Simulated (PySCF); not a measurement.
# Static response to an electric field

MgMe2, C2H6Mg.
Cartesian coordinates in Å at the PBE0-D3(BJ)/def2-SVP level; atoms count from 1:
```
atom  x, y, z in Å
Mg1    0.0074    0.0082    0.0001
C2    -0.0040   -0.0136    2.0980
H3    -0.4394    0.9085    2.5219
H4     1.0121   -0.1076    2.5198
H5    -0.5934   -0.8565    2.4998
C6     0.0052    0.0147   -2.0980
H7    -1.0188    0.0165   -2.5113
H8     0.5146   -0.8710   -2.5166
H9     0.5164    0.9008   -2.5137
```

Level: B3LYP/def2-SVPD (PySCF), static field, nuclei fixed, core orbitals frozen in the response. The polarisability tensor in these axes (au):

```
x   48.08  0.00 -0.06
y    0.00 48.08 -0.19
z   -0.06 -0.19 76.03
```

Q: What are the eigenvalues, a third of the trace, and Δα (Δα² = ½Σ(αi − αj)² over the three pairs)?

A: Principal values 48.08, 48.08 and 76.03 au; mean 57.40 au = 8.51 Å³ = 9.46 × 10⁻⁴⁰ C²·m²/J; Δα = 27.95 au (49 % of the mean).

Q: What is the dipole moment?

A: 0.03 D at this geometry.

Q: Sum over states: ᾱ = Σ f/ω², ω in Eh. What share falls to these 10 lowest TDDFT singlets (eV, f)? 5.07, 0.0045; 5.07, 0.0000; 5.16, 0.3272; 5.91, 0.0000; 6.18, 0.0001; 6.50, 0.1274; 6.50, 0.1273; 6.97, 0.0000; 6.97, 0.0000; 7.18, 0.0008.

A: They add up to 13.72 au, 23.9 % of the 57.40 au; the largest single term is 9.12 au, from the state at 5.16 eV. Terms in order: 0.13, 0.00, 9.12, 0.00, 0.00, 2.23, 2.23, 0.00, 0.00, 0.01 au. Higher excitations give the rest. The strengths listed sum to 0.587.

Q: What would n − 1 = 2πNα be for an ideal gas of these molecules at 273.15 K and 1 atm, electronic part alone?

A: N = p/kT = 2.6868 × 10¹⁹ cm⁻³, so n − 1 = 2π × N × 8.51 × 10⁻²⁴ cm³ = 1436 × 10⁻⁶ at long wavelengths.

Q: Traceless (Buckingham) quadrupole moment about the centre of nuclear charge: eigenvalues?

A: -12.45, 6.23, 6.23 D·Å. The electronic extent ⟨r²⟩ about the same centre is 409 bohr², a root-mean-square distance of 1.95 Å for the 30 electrons.

Q: Find the Langevin capture rate constant for H3O+ (19.018 u) meeting this molecule (54.032 u), k = 2.342 × 10⁻⁹ cm³/s × √(α in Å³ / reduced mass in u).

A: The reduced mass is 14.07 u, so k = 1.82 × 10⁻⁹ cm³/s.

Q: Estimate the molar refractivity from the static electronic polarisability.

A: Lorentz–Lorenz: R = (4π/3)N_A α = 2.5225 cm³/(mol·Å³) × 8.51 Å³ = 21.5 cm³/mol, in the limit of long wavelengths.

Geometry: PBE0-D3(BJ)/def2-SVP; no solvent, vibrations or thermal averaging.

These values come from a run that also computed excited states. On one thread of an Arm Neoverse V1, no GPU, shared host, this took 5.4 s.
